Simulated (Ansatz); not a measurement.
A made-up structure of MgAlH2, doublet:

Mg1  (-2.464, -0.708, -0.193)
Al2  (0.259, 0.077, 0.024)
H3  (-3.809, -1.648, -0.709)
H4  (0.848, 1.403, -0.663)
(Å)

It is relaxed with PBE-D4/def2-SVP and then PBE0-D4/def2-TZVP (Ansatz 0.2.0). Atoms count as bonded within 1.22 times the sum of their covalent radii (H–H: 0.88 Å). The end point is not checked to be a true minimum.

Task: Does its bonding change? (A judgement: the text doesn't fix the answer.)

Result: By the calculation: No: no bond forms or breaks.

Where it ends: The first stage lowers the energy by 0.06 eV in 6 steps. It ends as MgAlH₂ ([MgH][AlH]):
Mg1  (-2.359, -0.800, -0.443)
Al2  (0.175, 0.117, 0.042)
H3  (-3.869, -1.607, -0.537)
H4  (0.888, 1.414, -0.603)
(Å)

Labels in which every atom is bracketed show which atoms are joined, not bond orders.

For scale, one of the runs: PBE0-D4/def2-TZVP relaxation, 81 basis functions, launched by `ansatz run in.yaml --threads 2 --pin off --events-out ev --progress --plain --max-ram 4352MiB`. The run took about 18 s on 2 CPU threads of an Arm Neoverse N1 (shared host).
